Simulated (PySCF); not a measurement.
Orbital picture of OF

PBE0 at R = 1.333 Å; basis O def2-TZVP, F def2-TZVP; no relativity; PySCF 2.14. State: ²Π (doublet), unpaired electrons π ↑. Only the outer orbitals are listed, counted within each symmetry.

```tsv
spin	orbital	occ.	ε (eV)	on O (%)	main shells (%)
α	3σ	1	-37.37	26	70 F s, 21 O s
α	4σ	1	-26.86	67	67 O s, 24 F s
α	5σ	1	-16.16	49	48 F p, 38 O p, 11 O s
α	1π	1	-16.08	40	60 F p, 39 O p
α	1π	1	-15.10	27	72 F p, 27 O p
α	2π	1	-11.23	61	61 O p, 39 F p
α	2π	1	-9.66	73	73 O p, 27 F p
α	6σ	0	-0.26	65	64 O p, 38 F p
β	3σ	1	-36.77	22	74 F s, 17 O s
β	4σ	1	-25.21	67	67 O s, 21 F s, 12 F p
β	5σ	1	-15.65	51	47 F p, 36 O p, 15 O s
β	1π	1	-14.87	24	76 F p, 23 O p
β	1π	1	-14.08	15	85 F p, 14 O p
β	2π	1	-9.10	77	77 O p, 23 F p
β	2π	0	-4.58	86	86 O p, 14 F p
β	6σ	0	0.38	69	67 O p, 35 F p
```

Task: Which are the highest filled and the lowest empty level, where do they sit, and how wide is the gap?

Result: Highest filled β 2π at -9.10 eV (in %: 77 O p, 23 F p); lowest empty β 2π at -4.58 eV (in %: 86 O p, 14 F p); the gap at PBE0 is 4.52 eV. Both belong to one degenerate shell, split only by its one-sided filling, so this is no excitation gap.

* bond order (Mayer): 1.11
* ⟨S²⟩: 0.753
* charge on O (Mulliken, basis-dependent): 0.01
* charge on O (Löwdin, basis-dependent): -0.03
* dipole moment (positive dipole means O(−)F(+)): 0.05 D
* polarisability along the bond: 11.8 bohr³
* polarisability across the bond: 4.6 bohr³

The state was picked by a PBE0 search and need not be the measured ground state.
